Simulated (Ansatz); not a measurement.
# BSiH (singlet): from Hartree-Fock to the top rungs at distance B2–H3 = 1.070 Å, 6-31G

An exercise on one series of results from a longer session: the logs are not shown, and one member is left open.

Computed with Ansatz 0.2.0, Gaussian basis. Level: 6-31G, core rule «outside noble gas», up to 6 orbitals frozen.

To be run: UHF; CCSD(T) on RHF; CCSD(T) on UHF; BCCD(T) on RHF; CISD; CCSDT(Q) on RHF; CCSDT(Q) on UHF; CISDTQ; CCSDTQ on RHF; CCSDTQ on UHF; CASSCF and MRCISD+Q, 2 electrons in 2 orbitals; CASSCF and NEVPT2, 2 electrons in 2 orbitals; CASSCF and MRCISD+Q, 8 electrons in 9 orbitals; CASSCF and MRCISD+Q(relaxed), 8 electrons in 9 orbitals; CASSCF and NEVPT2, 8 electrons in 9 orbitals; Full CI.

20 further runs of the same task are left out: 2 for a known fault of the program, 16 that didn't finish, 2 set aside as unsound or not needed.

## The geometry

The geometry derives from a PBE0/def2-TZVP stationary point (not a proven minimum). One bond is set to the value named and the two fragments are kept rigid.

3 atoms, charge 0, spin multiplicity 1.

Atoms are counted from 1 here; the program's logs count them from 0.

Bond lengths: Si1–B2 1.895 Å, B2–H3 1.070 Å. Angles: Si1–B2–H3 180.0°.

Set-up of the first run:

File in.yaml:

```yaml
crystal:
  periodic: [false, false, false]
  atoms:
    - {symbol: Si, position_ang: [0.000000, 0.000000, 1.620099]}
    - {symbol: B, position_ang: [0.000000, 0.000000, -0.275049]}
    - {symbol: H, position_ang: [0.000000, 0.000000, -1.345049]}
basis:
  gaussian: {orbitals: 6-31G}
magnetization: {spin_polarized: true, initial_magnetization: 0}
hamiltonian: {xc: hf}
output: {orbitals: {seedname: orbitals}}
```

On the command line:

```console
ansatz run in.yaml --threads 1 --pin off --events-out ev --progress --plain --max-ram 2393MiB
```

Among the steps run: UHF; CCSD(T) on RHF; CCSD(T) on UHF; BCCD(T) on RHF; CISD; CCSDT(Q) on RHF; CCSDT(Q) on UHF; CISDTQ; CCSDTQ on RHF; CCSDTQ on UHF; CASSCF and MRCISD+Q, 2 electrons in 2 orbitals; CASSCF and NEVPT2, 2 electrons in 2 orbitals; CASSCF and MRCISD+Q, 8 electrons in 9 orbitals; CASSCF and MRCISD+Q(relaxed), 8 electrons in 9 orbitals; CASSCF and NEVPT2, 8 electrons in 9 orbitals; Full CI.

One of the session's tables, all rows but one given; the rest of the session is left out.

```
                   method  from FCI (meV)
                      RHF         +3217.5
                     RMP2          +925.0
                     CISD               ?
                    RCCSD          +195.3
                 RCCSD(T)          +107.4
                  BCCD(T)          +108.5
                   RCCSDT           +51.9
                   CISDTQ           +40.6
                RCCSDT(Q)           +12.5
                  RCCSDTQ            +2.2
           CASSCF valence          +805.9
           NEVPT2 valence          +243.4
           MRCISD valence           +20.1
         MRCISD+Q valence            +3.0
MRCISD+Q(relaxed) valence            -3.0
                      FCI               0
```

Q: Estimate the row for CISD from the others.

As computed: from FCI (meV): +393.8. In the column «from FCI (meV)» it lies between NEVPT2 valence (+243.4) and CASSCF valence (+805.9).

Among the levels timed on like hardware and quicker than the yardstick, those that no quicker one beats, quickest first: BCCD(T) (0.36 s, +108.5 meV); RCCSD(T) (0.42 s, +107.4 meV); RCCSDT(Q) (0.78 s, +12.5 meV); RCCSDTQ (6 s, +2.2 meV).

Not comparable, so not listed: CASSCF and MRCISD+Q, 2 electrons in 2 orbitals (they don't share determinant, frozen orbitals or solution with the rows shown, or repeat one).

To keep in mind: The report flags that the cluster equations may have other roots. The yardstick is full CI for this spin, exact in this basis with these frozen cores. Left out of the table: CASSCF pair, NEVPT2 pair (the active space lost an orbital or holds another state than full CI finds). Left out of the table: UHF, UMP2, UCCSD, UCCSD(T), UCCSDT, UCCSDT(Q), UCCSDTQ (another determinant or state than the rows shown). The program flags RCCSDT(Q), RCCSDTQ as in doubt, so those rows may rest on another solution; read them beside their warnings. MRCISD+Q(relaxed) valence falls below full CI: the +Q correction isn't variational, and the cores differ from full CI's. Of the multireference levels listed MRCISD+Q valence comes nearest in total energy (+3.0 meV), which doesn't show that its space is the better one. Warnings in the runs' records: large difference, other roots, passed over end.
